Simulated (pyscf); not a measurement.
Single points on ωB97X-D3(BJ)/def2-SVP structures (PySCF, gas phase).

Q: Estimate the classical barrier height and the reaction energy of H₂C=CH–Ga(OH)–OH → O=Ga–OH + H₂C=CH₂ at ωB97M-D3(BJ)/def2-TZVP. The step runs on the singlet surface, breaks H–O, C–Ga and forms C–H; take the reactant's lowest minimum found as zero.

A: ΔE‡ = 3.14 eV, ΔE = +2.34 eV. Zero-point energy shifts the barrier by -0.14 eV. It is an elimination, with an imaginary mode of 1699i cm⁻¹. On the reactant side the descent ends in a point that may be a rotor saddle (no frequency run), 0.09 eV over the lowest minimum found and 3.10 eV under the saddle at ωB97X-D3(BJ)/def2-TZVP. On the product side the descent ends in a bound adduct, 0.42 eV under the separated species and 1.13 eV under the saddle at ωB97X-D3(BJ)/def2-TZVP. One saddle was located; it need not be the lowest between these sides. Elements up to Kr have no core potential and no relativistic terms here.
